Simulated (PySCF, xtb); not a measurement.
DMSO (C2H6OS), SMILES CS(C)=O.

GFN2-xTB (xtb) at its own geometry gives an orbital gap of 5.06 eV and a dipole moment of 4.12 D.

Geometry: B3LYP-D3(BJ)/def2-SVP.

Q: What does PBE/def2-TZVP in PySCF give? (An estimate is asked for; the answer gives what the named calculation found.)

A: gap 5.17 eV (levels -5.33 and -0.16 eV), dipole 3.73 D.
